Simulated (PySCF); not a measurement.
Species: C5H6N (doublet state).
Cartesian coordinates in Å at the GFN2-xTB level; atoms count from 1:
```xyz
12
C5H6N angstrom
C      2.4486    0.2429    0.0578
C      1.2559   -0.2410    0.1724
C     -0.0578   -0.2612   -0.4592
C     -1.1718   -0.0003    0.5760
C     -2.4685   -0.0523   -0.0457
N     -3.4879   -0.1001   -0.5606
H      2.7634    0.9034   -0.7548
H      3.2316    0.0161    0.7668
H     -0.2201   -1.2395   -0.9231
H     -0.1243    0.5005   -1.2522
H     -1.1306   -0.7548    1.3665
H     -1.0375    0.9855    1.0301
```

The hyperfine couplings belong to this conformer and change with its torsions.

As a line formula: `C=[C]CCC#N` [radical].

Method: UKS B3LYP, pcH-1 on C H N, non-relativistic, mean-field spin-orbit, GIAO (PySCF 2.14.0). Isolated species at its GFN2-xTB geometry (one conformer only). Couplings are sensitive to structure, and on GFN2-xTB geometries they can be far from those on DFT ones. Stability of the SCF solution: not tested.

(1) Predict the first-order ENDOR lines of H7, H8, H9/H10 and H11/H12 under fast tumbling at B = 348.7 mT (X band).

(2) Which pairs are centred on the nuclear Larmor frequency, and which on half the coupling?

(3) At what field would the lower line of H9/H10 fall to zero frequency?

Answers

(1) ν± = |νn ± a/2|, one line for each electron-spin manifold; νn = |g_N| × 7.62259 MHz/T × B.

| nuclei | isotope | g_N | νn (MHz) | a_iso (MHz) | lower line (MHz) | upper line (MHz) |
| --- | --- | --- | --- | --- | --- | --- |
| H7 | 1H | 5.5857 | 14.85 | 179.96 | 75.14 | 104.83 |
| H8 | 1H | 5.5857 | 14.85 | 116.67 | 43.49 | 73.18 |
| H9/H10 | 1H | 5.5857 | 14.85 | 68.68 | 19.49 | 49.18 |
| H11/H12 | 1H | 5.5857 | 14.85 | -1.68 | 14.01 | 15.69 |

(2) Centred on νn, since |a| < 2νn: H11/H12. Centred on |a|/2 and split by 2νn: H7, H8 and H9/H10.

(3) Where νn = |a|/2, that is B = 34.34 MHz/(5.5857 × 7.62259 MHz/T) = 806 mT, as far as first order holds there.

Means are taken over nuclei equivalent by connectivity, which assumes that they swap fast. The 1H value of +68.7 MHz is a mean of couplings from 14.0 to 123.4 MHz in this one geometry, not an average over conformers.

Largest spin populations (Mulliken): C2 (+0.98), C1 (-0.16), H7 (+0.09) and H10 (+0.07). No atom but C2 exceeds +0.15. The positive populations add up to 1.21 and the negative ones to -0.21, together 2S = 1.
